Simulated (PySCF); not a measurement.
Input of a run (PBE0-D3(BJ)/def2-SVP geometry optimisation, gas phase (PySCF 2.14.0)), started from MMFF94s:
```
{"job": {"xc": "PBE0", "basis": "def2-SVP", "d3": "d3bj", "grid": 1, "kind": "geom"}, "charge": 0, "multiplicity": 1}
F     -0.985466     1.312761     0.630607
C     -0.671350     0.076238     0.190988
F     -1.622627    -0.880341     0.151086
C      0.565351    -0.216428    -0.205232
Cl     1.860350     0.902319    -0.204435
H      0.853742    -1.194548    -0.563015
```

Output (energies in Eh, forces in Eh/bohr):
```
step   0  E = -735.86915309  max force = 0.044578
step   1  E = -735.87444676  max force = 0.017036
step   2  E = -735.87652955  max force = 0.007542
step   3  E = -735.87653995  max force = 0.013026
step   4  E = -735.87727741  max force = 0.003783
step   5  E = -735.87726042  max force = 0.002871
step   6  E = -735.87738405  max force = 0.000606
step   7  E = -735.87738699  max force = 0.000150
optimisation converged
```

Summarise the run.

The energy falls by 0.224 eV over 8 energy and gradient evaluations, the largest force component goes from 0.0446 to 1.5e-04 Eh/bohr, and the atoms move by 0.060 Å rms after alignment. The bond that changes most is F1–C2 (vinyl fluorine to =CF2 carbon), which shortens by 0.046 Å. Bonds longer at the end by more than 0.005 Å: 1 of 5; shorter: 2. Among the angles that change most is F1–C2–F3, from 119.7° to 111.4°. The energy rose by more than 1e-6 Eh at step 5. The first step brought 64 % of the lowering.

What are the final bond lengths?

F1–C2 1.303 Å, C2–F3 1.308 Å, C2=C4 1.331 Å, C4–Cl5 1.713 Å, C4–H6 1.089 Å. Numbering counts from 1 in the input's order; the species is 1-chloro-2,2-difluoroethylene (`FC(F)=CCl`).

The run used 79 basis functions and 55 SCF cycles in all. Hardware: one thread, x86-64 server, no GPU (shared host). Cost: 14 s.

No frequency check.
